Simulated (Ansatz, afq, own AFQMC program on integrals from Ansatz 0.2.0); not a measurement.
Integrals from Ansatz 0.2.0, then the random walk in our own AFQMC program (afq).

```yaml
crystal:
  periodic: [false, false, false]
  atoms:
    - {symbol: Cu, position_ang: [0.000000, 0.000000, 0.000000]}
basis:
  gaussian: {orbitals: def2-TZVP}
magnetization: {spin_polarized: true, initial_magnetization: 1}
correlation: {method: ccsd_t, electrons: outside_noble_gas, hamiltonian_folder: ham}
```

```sh
$ ansatz run in.yaml --threads 1 --pin off --events-out ev --progress --plain --max-ram 16896MiB --backend cuda --devices 0, --max-vram 18GiB
```

afq runs on the folder ham with

```
--method phaseless --trial hf --walkers 4000 --populations 20 --least-time 40 --time-step 0.005 --steps-per-block 20 --equilibration-blocks 160 --max-blocks 4000 --target-error 0.0006 --factor-cut 1e-05 --start spin_pure --seed 708 --taylor-order 6
```

Times are imaginary, in 1/Eh. The walk had a cap of 49 s. With eight or more populations the least sampling time is a fifth of least-time, and the error comes from their spread.

Log:

```
orbitals 36  electrons 6 5  factors 268 of 310
reference energy -1638.92308086 Eh
CCSD correlation -0.34938025 Eh in 12 cycles, weight of the determinant in the CISD state 0.9324
energy of the start -1638.923137 Eh
 block  time / (1/Eh)  mean weight  energy / Eh
     1     0.100  1.0040  -1639.113409
     2     0.200  1.0038  -1639.191578
     3     0.300  1.0039  -1639.228278
     4     0.400  1.0022  -1639.243814
     5     0.500  1.0022  -1639.248471
     7     0.700  1.0012  -1639.262149
     9     0.900  1.0001  -1639.266029
    15     1.500  1.0005  -1639.285137
    29     2.900  0.9997  -1639.289922
    36     3.600  1.0003  -1639.270762
    43     4.300  0.9995  -1639.284939
    50     5.000  1.0004  -1639.298050
    57     5.700  0.9998  -1639.293469
    71     7.100  0.9999  -1639.290040
    85     8.500  0.9999  -1639.280894
    99     9.900  1.0009  -1639.296530
   113    11.300  0.9997  -1639.289051
   127    12.700  1.0000  -1639.297295
   141    14.100  1.0005  -1639.294490
   155    15.500  1.0002  -1639.291227
   169    16.900  0.9997  -1639.290118
   183    18.300  1.0004  -1639.296252
   197    19.700  0.9989  -1639.278662
   211    21.100  0.9993  -1639.282883
   225    22.500  0.9996  -1639.291345
   239    23.900  1.0003  -1639.287434
   253    25.300  1.0008  -1639.297286
   267    26.700  0.9998  -1639.286727
   281    28.100  1.0003  -1639.293310
   295    29.500  0.9998  -1639.290279
   309    30.900  1.0001  -1639.282779
error from the spread of 20 populations
energy -1639.284331 +/- 0.000945 Eh
(rows thinned)
```

The run passed its tests (sampling time, drift between the halves within three errors, error under three times the target), which doesn't prove that it has relaxed, ending at its cap on processor time.

Against this walk (error 25.7 meV) on the same determinant: CCSD(T) 5.3 meV higher (within the noise), CCSDT(Q) 23.2 meV higher (within the noise), a separate phaseless walk with a CISD trial and standard settings 46.0 ± 25.9 meV higher (within the noise). The error is statistical and leaves out the bias of the constraint.

Cautions: constraint bias not in the error; error above the target (25.7 against 16.3 meV); no relativity below Rb; outer-core shells of the metal frozen.

The walk took 49 s on 1 × NVIDIA H100 80GB HBM3 with 2 threads of AMD EPYC 7R13 Processor (Zen 3), on a shared host (the card was shared). The log's last line is the phaseless energy.

CCSDT and higher add their correlation energy to the determinant of the CCSD(T) run, since their own runs factorise the integrals more tightly (a shift of under 2 meV). A walk keeps the symmetry of its determinant, which the program's search chose and which needn't be the lowest solution, so a lower state of the same spin and another symmetry isn't excluded.
